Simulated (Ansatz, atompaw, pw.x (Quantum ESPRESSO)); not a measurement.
## What a changed setting does to a pw.x run (bcc Ta)

Potential: PAW, atompaw 4.2.0.5, PBE; core [Kr] 4d10 4f14, reference 5s2 5p6 5d3.5 6s1.5 6p0; waves: 5s (bound): rc 1.85 bohr; 6s (bound): rc 3.00 bohr; 5p (bound): rc 1.60 bohr; 6p (bound, empty): rc 3.00 bohr; 5d (bound): rc 3.00 bohr; 5d channel at 2.5 Ry: rc 3.00 bohr; local part: ultrasoft scheme with l = 3 at 0 Ry, radius 2.35 bohr; core correction: smooth core density matched at 2.90 bohr; augmentation: sinc compensation charge, radius 2.60 bohr; PAW radius 3.00 bohr; waves and projectors: custom polynom vanderbiltortho.

The reference run (k-mesh 14³, cutoffs 55/550 Ry, Fermi–Dirac 0.01 Ry, mixing_beta 0.4, conv_thr 1e-9, no spin) gives 2.46 GPa at 18.192 Å³/atom, where all-electron LAPW gives 1.22 GPa. This run, with its own iteration cap, changes k-mesh points per axis to 6.

```
&control
  calculation='scf', prefix='x', pseudo_dir='./', outdir='./tmp', tstress=.true., disk_io='none'
/
&system
  ibrav=0, nat=1, ntyp=1, ecutwfc=55, ecutrho=550, nbnd=14,
  occupations='smearing', smearing='fd', degauss=0.01
/
&electrons
  conv_thr=1e-09, mixing_beta=0.4, electron_maxstep=50
/
ATOMIC_SPECIES
Ta 1.0 Ta.UPF
CELL_PARAMETERS angstrom
  -1.65681297 1.65681297 1.65681297
  1.65681297 -1.65681297 1.65681297
  1.65681297 1.65681297 -1.65681297
ATOMIC_POSITIONS crystal
Ta 0.0000 0.0000 0.0000
K_POINTS automatic
6 6 6 0 0 0
```

```bash
pw.x < Ta.scf.in > Ta.scf.out
```

Problem. How does the run end?

Solution. It converges in 7 iterations; the free energy moves by +48.1 meV/atom and the pressure by +1.54 GPa.

```
Message from routine setup:
     using ibrav=0 with symmetry is DISCOURAGED, use correct ibrav instead
     lattice parameter (alat)  =       5.4229  a.u.
     unit-cell volume          =     122.7657 (a.u.)^3
     number of electrons       =        13.00
     number of Kohn-Sham states=           14
     kinetic-energy cutoff     =      55.0000  Ry
     charge density cutoff     =     550.0000  Ry
     scf convergence threshold =      1.0E-09
     Exchange-correlation= SLA PW PBX PBC
     number of k points=    16  Fermi-Dirac smearing, width (Ry)=  0.0100
     iteration #  1     ecut=    55.00 Ry     beta= 0.40
     total energy              =    -727.14564263 Ry
     estimated scf accuracy    <       0.06143236 Ry
     iteration #  2     ecut=    55.00 Ry     beta= 0.40
     total energy              =    -727.14399036 Ry
     estimated scf accuracy    <       0.01050881 Ry
     iteration #  3     ecut=    55.00 Ry     beta= 0.40
     total energy              =    -727.14505796 Ry
     estimated scf accuracy    <       0.00011889 Ry
     iteration #  4     ecut=    55.00 Ry     beta= 0.40
     total energy              =    -727.14513173 Ry
     estimated scf accuracy    <       0.00000943 Ry
     iteration #  5     ecut=    55.00 Ry     beta= 0.40
     total energy              =    -727.14513382 Ry
     estimated scf accuracy    <       0.00000366 Ry
     iteration #  6     ecut=    55.00 Ry     beta= 0.40
     total energy              =    -727.14513412 Ry
     estimated scf accuracy    <       0.00000002 Ry
     iteration #  7     ecut=    55.00 Ry     beta= 0.40
     the Fermi energy is    17.3780 ev
!    total energy              =    -727.14513412 Ry
     estimated scf accuracy    <          7.3E-10 Ry
     smearing contrib. (-TS)   =      -0.00855477 Ry
     The total energy is F=E-TS. E is the sum of the following terms:
     one-electron contribution =     -11.84117828 Ry
     hartree contribution      =      18.65294428 Ry
     xc contribution           =     -14.25643388 Ry
     ewald contribution        =     -98.21872040 Ry
     one-center paw contrib.   =    -621.47319107 Ry
     convergence has been achieved in   7 iterations
          total   stress  (Ry/bohr**3)                   (kbar)     P=       39.99
     Message from routine punch:
     Nothing written, as per user request (disk_io='none')
```

The run took about 5.3 s on one core of a shared host (Intel(R) Xeon(R) 6975P-C, 192 threads, 378 GiB, load 40).
